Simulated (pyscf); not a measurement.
This saddle point was located with ωB97X-D3(BJ)/def2-SVP in PySCF.

```
C
H 1 1.0947
H 1 1.0947 2 116.07
H 1 1.0947 2 116.06 3 -141.61
H 1 1.7748 2 78.41 4 70.80
Li 1 2.0925 2 101.60 4 -109.18
```
Charge 0, spin multiplicity 2.

Surface: doublet, charge 0. Lowest wavenumbers (cm⁻¹): 1547i, 237, 237, 507, 782.

### Question
Which two sides does it connect, and which bonds change?

### Answer
Li• + CH₄ ⇌ Li–CH₃ + H•, a substitution at C read from left to right: C–H broken and C–Li formed. At CCSD(T)/def2-TZVPP + ΔMP2(QZVPP) it lies +67.7 kcal/mol from the left side and +4.0 kcal/mol from the right (each side as separated species at their lowest minima found). One saddle was located; it need not be the lowest between these sides. The angle at the attacked C is 180°. The CCSD(T) − MP2 part came from Ansatz, without density fitting, on the same reference. An open-shell T1 diagnostic exceeds 0.045. A UHF reference is spin-contaminated (<S²> up to 1.16), which harms MP2 most. The frozen core leaves the outer d or s,p core shells of the metals and heavy elements correlated in the MP2 and CC values, and def2-TZVPP describes them poorly, which can shift differences by a few kcal/mol.
